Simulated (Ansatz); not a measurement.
# CH4N2: the cost of one run

Method: RKS PBE-D4/def2-SVP; program: Ansatz 0.2.0, Gaussian basis.

Levels: PBE-D4, revPBE-D4, BLYP-D4, r2SCAN-D4, B97M-V, PBE0-D4, B3LYP-D4, HSE06-D4, wB97X-V, wB97M-V, B2PLYP, Hartree-Fock, MP2, CCSD, CCSD(T). The reference is CCSD(T) extrapolated to the basis limit.

Correlated methods freeze the cores. B3LYP uses VWN-RPA correlation. B2PLYP carries no dispersion term here.

176 further runs of the same task are left out: 176 set aside as unsound or not needed.

## 1. Where the work starts

The pair, from a GFN2-xTB docking trial: 7 atoms, charge 0, spin multiplicity 1.

Atoms are counted from 1 here; the program's logs count them from 0.

Bond lengths: N1–H2 1.014 Å, N1–H3 1.012 Å, N1–H4 1.013 Å, C5–N6 1.139 Å, C5–H7 1.059 Å. Angles: H2–N1–H3 106.9°, H2–N1–H4 107.4°, H3–N1–H4 107.3°, N6–C5–H7 179.2°.

Coordinates:

```mol
CH4N2
  3D, bonds by distance, orders not assigned

  7  5  0  0  0  0  0  0  0  0999 V2000
   -0.1176   -0.2628   -1.2408 N   0  0
   -0.2926    0.5998   -0.7377 H   0  0
    0.8854   -0.3425   -1.3466 H   0  0
   -0.5111   -0.1571   -2.1678 H   0  0
    0.0025    0.0287    1.8312 C   0  0
    0.4373    1.0611    2.0344 N   0  0
   -0.4040   -0.9273    1.6273 H   0  0
  1  2  8  0
  1  3  8  0
  1  4  8  0
  5  6  8  0
  5  7  8  0
M  END
```

Atoms 1 to 4 are fragment A (NH₃), the rest fragment B (CHN).

## 2. A first relaxation in a small basis

Input file pre/in.yaml:

```yaml
crystal:
  periodic: [false, false, false]
  atoms:
    - {symbol: N, position_ang: [-0.117600, -0.262800, -1.240800]}
    - {symbol: H, position_ang: [-0.292600, 0.599800, -0.737700]}
    - {symbol: H, position_ang: [0.885400, -0.342500, -1.346600]}
    - {symbol: H, position_ang: [-0.511100, -0.157100, -2.167800]}
    - {symbol: C, position_ang: [0.002500, 0.028700, 1.831200]}
    - {symbol: N, position_ang: [0.437300, 1.061100, 2.034400]}
    - {symbol: H, position_ang: [-0.404000, -0.927300, 1.627300]}
basis:
  gaussian: {orbitals: def2-SVP}
hamiltonian: {xc: pbe, dispersion: d4}
relax: {f_tol: 0.03, max_steps: 250}
```

Started as:

```bash
> ansatz run in.yaml --threads 2 --pin off --events-out ev --progress --plain --max-ram 5222MiB
```

**Question.** How long does this run take on 2 threads of Arm Neoverse V1, shared host?

About 9 s.
